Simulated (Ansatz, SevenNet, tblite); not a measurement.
How well does each level of theory give the equilibrium lattice constant a of diamond-structure Ge?

Reference value: 5.644 Å (measured, static lattice: zero-point anharmonic expansion removed; as tabulated in Mejia-Rodriguez and Trickey (2018), arXiv:1807.09216).

| level (code) | value (Å) | error (%) |
|---|---|---|
| GFN2-xTB (tblite) | 5.733 | +1.58 |
| SevenNet-0 | 5.750 | +1.88 |
| LDA (Ansatz) | 5.621 | -0.41 |
| PBE (Ansatz) | 5.761 | +2.07 |
| rVV10 (Ansatz) | 5.803 | +2.82 |
| PBE0 (Ansatz) | 5.678 | +0.60 |
| Hartree–Fock (Ansatz) | 5.735 | +1.61 |

Once the reference is moved by up to 0.10 % (a margin picked here for doubts on the reference and the settings) and values within 0.10 % count as equal, the nearest can be LDA (-0.41 %) or PBE0 (+0.60 %). Farthest off among them: rVV10 (+2.82 %). No level tried lands within 0.3 %.

GFN2-xTB: the method was fitted mainly to molecules. GFN2-xTB, LDA, PBE, rVV10: the gap of the solid is closed in this run. GFN2-xTB: the run uses a supercell at the zone centre in place of a k mesh. Cutoffs and k meshes differ between the levels. Ansatz's density-functional and Hartree–Fock values are scalar-relativistic unless marked +SOC, with PAW data made under PBE.

Machine-learned potentials (SevenNet-0) are trained on DFT data: a solid inside that data is no test of them.

Differences are worked out from the printed values.

Ansatz is a first-principles code.
